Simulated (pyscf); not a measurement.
# Routes from O=W(=O)(F)–F (SMILES [O]=[W](=[O])([F])[F]) + H₂O (SMILES O)

Candidate steps break at most two bonds and form at most two. Each was searched with GFN2-xTB (tblite) first. Single points on ωB97X-D3(BJ)/def2-SVP structures (PySCF, gas phase). Energies: ωB97M-D3(BJ)/def2-TZVP, kJ/mol, from the separated reactants, singlet surface; ΔG‡ with ideal gas, 1 atm, RRHO with modes under 100 cm⁻¹ raised to 100, one conformer, R ln 2 for chiral ones without a mode under 150 cm⁻¹.

```tsv
products	type	ΔE‡	ΔE	ΔG‡ 298 K	ΔG‡ 900 K	ν‡ (cm⁻¹)
O=W(=O)(OH)–F + HF	four-centre exchange	15.3	+18.7	–	–	530i
O=W(OH)(OH)(F)–F	addition across a multiple bond or ene-type step	34.3	-78.0	72.0	162.3	1561i
```

A dash marks a saddle under its separated products, where this table gives no free-energy barrier. Row 1: On the reactant side the descent ends in an adduct with a O–W contact, 73.4 kJ/mol under the separated species and 81.2 kJ/mol under the saddle at ωB97X-D3(BJ)/def2-TZVP. On the product side the descent ends in a complex, 32.5 kJ/mol under the separated species and 24.6 kJ/mol under the saddle at ωB97X-D3(BJ)/def2-TZVP. Row 2: On the reactant side the descent ends in an adduct with a O–W contact (not fully relaxed), 72.6 kJ/mol under the separated species and 99.1 kJ/mol under the saddle at ωB97X-D3(BJ)/def2-TZVP. 

Plain bond fissions and candidates not yet searched are not listed, and one of them may be faster. Each barrier is that of the saddle found; lower ones may exist. Elements past Kr carry the def2 core potentials, without spin-orbit coupling.
